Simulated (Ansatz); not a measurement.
Relaxation of AlH3O (5 atoms, charge 0, multiplicity 1), to a largest force component of 0.03 eV/Å in at most 50 steps.

Method: Ansatz 0.2.0, RKS PBE0-D4/def2-SVP.

```xyz
5
Properties=species:S:1:pos:R:3:forces:R:3
Al 0.193 -0.105 0.081 0.76 0.10 0.37
H 0.709 -0.100 1.535 -1.46 -0.38 1.64
H 1.693 0.191 -0.116 0.70 0.27 -2.05
O -1.196 -0.319 -0.863 0.01 0.00 0.07
H -2.071 -0.514 -0.522 -0.02 0.00 -0.03
```

Problem. Where does it end, and by what steps?

Solution. The forces met the threshold. After 5 steps the energy has fallen by 1.127 eV; H2 moved furthest, 0.52 Å.

```
step  energy less start (eV)  largest force component (eV/Å)  accepted
   0                  0.0000                           2.048       yes
   1                 -0.6867                           1.105       yes
   2                 -1.0405                           0.628       yes
   3                 -1.1099                           0.349       yes
   4                 -1.1266                           0.087       yes
   5                 -1.1272                           0.014       yes
```

```xyz
5
Properties=species:S:1:pos:R:3
Al 0.352 -0.085 0.187
H 0.258 -0.201 1.769
H 1.682 0.222 -0.611
O -1.040 -0.296 -0.772
H -1.925 -0.487 -0.458
```

Whether the end is a true minimum wasn't checked by a vibrational analysis.

Run time: 2.6 s on 1 thread of AMD EPYC 9R45 96-Core Processor (Zen 5), with other jobs on the host, peak memory 0.12 GiB.
